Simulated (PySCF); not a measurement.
Results of a calculation; reference values are marked as such.
Si2H5O

Si2H5O is a small molecule (built as: Si site whose three back bonds go to OSiH3, H, H), neutral, doublet. The structure, one conformer, was relaxed in the gas phase by PBE0-D3(BJ)/def2-SVP. No frequency run checks that it is a minimum.

SMILES: [SiH2]O[SiH3]

```xyz
8

Si    1.852   -0.032   -0.587
O     0.270   -0.357   -0.246
Si   -1.304   -0.243    0.244
H     1.961    1.263   -1.337
H     2.641    0.045    0.688
H    -1.437    0.801    1.305
H    -2.168    0.124   -0.916
H    -1.743   -1.559    0.790
```
Atoms count from 1 in this order.

EPR values by unrestricted B3LYP, IGLO-III on O Si, pcH-1 on H.

**Question.** Predict g and the largest hyperfine couplings. Where does the spin sit?

**Answer.** g = 2.0011, 2.0021, 2.0039. The spin sits on Si1 (86 %, bonded to 1 O + 2 H) by Mulliken populations.
```json
{"atom": "Si1", "isotope": "29Si", "isotropic (MHz)": "-675.3", "dipolar, principal values (MHz)": "-149.9, 74.7, 75.2"}
{"atom": "H5", "isotope": "1H", "isotropic (MHz)": "106.5", "dipolar, principal values (MHz)": "-8.1, 0.2, 7.9"}
{"atom": "H4", "isotope": "1H", "isotropic (MHz)": "105.8", "dipolar, principal values (MHz)": "-8.1, 0.2, 7.9"}
{"atom": "O2", "isotope": "17O", "isotropic (MHz)": "-47.8", "dipolar, principal values (MHz)": "-21.7, 10.3, 11.4"}
{"atom": "Si3", "isotope": "29Si", "isotropic (MHz)": "-13.8", "dipolar, principal values (MHz)": "-3.7, 1.7, 2.0"}
{"atom": "H6", "isotope": "1H", "isotropic (MHz)": "7.7", "dipolar, principal values (MHz)": "-1.2, -0.9, 2.1"}
```

**Question.** How do the isotropic couplings move with BHandHLYP?

**Answer.** Si1 -675.3 to -705.8 MHz, H5 106.5 to 108.7 MHz, H4 105.8 to 108.0 MHz, O2 -47.8 to -50.9 MHz.

The 2 runs behind this took 33 s in all, one thread each of Arm Neoverse V1 on a shared host, launched as `OMP_NUM_THREADS=1 python cluster_run.py task.json out`.
